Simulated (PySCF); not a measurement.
Compound: AlH4 (charge -1).
Geometry (PBE0-D3(BJ)/def2-SVP, Å), atoms numbered from 1 in this order:
```xyz
5
AlH4 angstrom
Al    -0.006   -0.002   -0.001
H      0.615    1.191   -0.958
H     -1.097    0.649    1.053
H      1.216   -0.720    0.846
H     -0.758   -1.128   -0.944
```

Method used: PySCF, PBE0-D3(BJ)/def2-SVP geometry optimisation, gas phase.

Task: Which atoms are bound to Al1, and at what distances?

Result: 4 atoms: H4 1.651 Å, H2 1.651 Å, H5 1.651 Å, H3 1.651 Å.

Task: What is the shape at Al1?

Result: Tetrahedral: all angles 109.5°; τ4 = (360° − α − β)/141° = 1.00 with α and β the two widest (0 for a square, 1 for a tetrahedron).

Task: What are the rotational constants (commonest isotopes, rigid rotor)?

Result: A = 69025, B = 69003, C = 69000 MHz: a spherical top.

Point group: Td (tolerance 0.08 Å). Charge -1, singlet. Stationary, but not proved a minimum.

Hardware: one thread, Arm Neoverse V1 (aarch64), shared host. Cost: 1.4 s wall, 0.25 GiB resident at most. These figures are those of the optimisation.
